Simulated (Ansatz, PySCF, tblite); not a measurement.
Dissociation curve of LiH, singlet.

- RMP2/3-21G = PySCF with restricted MP2 (frozen core)/3-21G
- UKS-B3LYP/LANL2DZ = unrestricted B3LYP/LANL2DZ (PySCF)
- GFN2-xTB, 300 K electronic temperature (tblite)
- FCI = Ansatz (a program for electronic structure) with full CI/cc-pVTZ, frozen core

Energies relative to the lowest point of each curve near equilibrium, in kJ/mol; the last columns give the difference from FCI:

```tsv
R / Å	RMP2/3-21G	UKS-B3LYP/LANL2DZ	GFN2-xTB	FCI	RMP2/3-21G − FCI	UKS-B3LYP/LANL2DZ − FCI	GFN2-xTB − FCI
1.20	103.5	91.1	12.8	85.8	17.7	5.3	-73.1
1.28	63.2	53.5	3.2	49.6	13.6	3.9	-46.4
1.36	35.3	28.2	0.0	25.5	9.8	2.7	-25.5
1.44	16.9	12.1	1.2	10.5	6.4	1.6	-9.3
1.51	7.0	4.0	4.9	3.3	3.7	0.8	1.6
1.52	6.0	3.3	5.6	2.6	3.4	0.7	3.0
1.60	0.9	0.0	12.3	0.0	0.9	0.0	12.3
1.65	0.0	0.2	17.3	0.5	-0.5	-0.3	16.8
1.67	0.1	0.7	19.5	1.0	-1.0	-0.4	18.4
1.73	1.7	3.3	26.4	3.9	-2.2	-0.6	22.5
1.86	10.4	13.9	43.0	14.4	-4.1	-0.5	28.6
1.98	23.0	27.7	58.8	27.8	-4.9	-0.1	31.0
2.11	39.7	45.3	75.6	44.6	-4.9	0.7	31.0
2.42	85.4	91.5	123.8	87.8	-2.4	3.7	36.0
2.62	115.8	121.3	155.7	115.0	0.8	6.3	40.7
2.91	158.1	159.0	200.4	150.5	7.6	8.5	49.9
3.21	197.6	186.0	243.3	180.5	17.1	5.6	62.8
3.52	232.9	205.2	282.8	203.2	29.8	2.0	79.6
3.95	272.1	222.0	328.3	221.7	50.4	0.3	106.6
4.35	297.6	231.3	361.1	229.7	67.9	1.5	131.3
4.73	311.6	236.4	—	233.2	78.4	3.2	—
5.56	307.0	240.5	—	235.5	71.5	5.1	—
6.32	268.6	241.5	—	235.8	32.7	5.7	—
```

RMP2/3-21G is furthest from FCI at 4.73 (78.4 kJ/mol, above); its mean absolute difference over the points is 18.8 kJ/mol.

UKS-B3LYP/LANL2DZ is furthest from FCI at 2.91 (8.5 kJ/mol, above); its mean absolute difference over the points is 2.6 kJ/mol.

GFN2-xTB is furthest from FCI at 4.35 (131.3 kJ/mol, above); its mean absolute difference over the points is 41.3 kJ/mol.

A dash means that the run gave no value there, or that the column was ended at a point which the program doubted or which failed a test of continuity chosen for this set; such a test can also cut sound points.

The restricted form behind RMP2/3-21G keeps the bonding electrons paired and can't separate into open-shell fragments. The unrestricted determinant behind UKS-B3LYP/LANL2DZ is spin-contaminated at 2.91 to 6.32 Å (<S²> up to 1.0, against 0.00 for a pure singlet).
